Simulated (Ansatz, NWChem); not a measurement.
**How basis sets differ on PN (phosphorus nitride)**

PN: 2 atoms, total charge 0, spin state singlet. SMILES: `N#P`. Geometry: the measured bond length.

```xyz
2

N     0.0000    0.0000    0.0000
P     0.0000    0.0000    1.4909
```

Each level gives the vertical ionisation energy (to the doublet cation) (eV). The values are calculated.

| level | kind | program | value (eV) | CPU time (all runs) |
| --- | --- | --- | --- | --- |
| MP2/STO-3G | perturbation theory | Ansatz | 9.96 | 0.37 s |
| MP2/def2-SV(P) | perturbation theory | Ansatz | 12.83 | 1.1 s |
| MP2/def2-TZVP | perturbation theory | Ansatz | 13.12 | 2.4 s |
| MP2/def2-TZVPP | perturbation theory | Ansatz | 13.13 | 3 s |
| MP2/aug-cc-pVTZ | perturbation theory | NWChem | 13.24 | 3.9 min |
| MP2/def2-QZVP | perturbation theory | Ansatz | 13.28 | 13 s |

The values span 9.96 to 13.28 eV. Spin contamination of the reference (⟨S²⟩ at least 0.1 too high) touches MP2/STO-3G, MP2/def2-SV(P), MP2/def2-TZVP, MP2/def2-TZVPP, MP2/aug-cc-pVTZ, MP2/def2-QZVP. Without the sets that lack polarisation functions the rows with a basis span only 12.83 to 13.28 eV. Times are those of the runs behind each value, whatever else they computed, on shared processors of several kinds: orders of magnitude only.
